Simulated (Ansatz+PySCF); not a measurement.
singlet CHO2(-): levels of theory in one basis

```yaml
atoms:
  - { symbol: C, position_ang: [-0.0485, -0.0118, -0.3019] }
  - { symbol: O, position_ang: [0.0361, 1.1136, 0.2359] }
  - { symbol: O, position_ang: [0.0049, -1.0865, 0.1864] }
  - { symbol: H, position_ang: [0.0234, 0.0141, -1.4312] }
```

Basis set: def2-SVP (spherical functions). Left uncorrelated: 3 orbitals. Charge -1, multiplicity 1.

Computed with Ansatz (development build ahead of 0.2.0); each method stands on the lowest determinant of its kind that the runs found. NEVPT2 correlates all electrons. Active spaces start from the frontier orbitals, and the lowest solution found is given.

```csv
method,E − E(RHF) (eV),<S²> of the determinant
RHF,0.00,0.00
RHF-CCSD,-13.63,–
RHF-CCSD(T),-14.02,–
"CASSCF(4,3)",-0.63,–
"SC-NEVPT2(4,3)",-13.81,–
```

What does RHF-MP2 give on the same scale?

-13.39 eV.

Is a single determinant a sound starting point here?

By this sign, yes. Unrestricted orbitals gain 0.00 eV and <S²> is 0.00 against 0.00 for a pure state. The CASSCF(4,3) natural occupations are 1.99, 1.97, 0.04.

Caution: no diffuse functions for an anion. Caution for CASSCF(4,3), SC-NEVPT2(4,3): other starts end on other solutions of this active space.
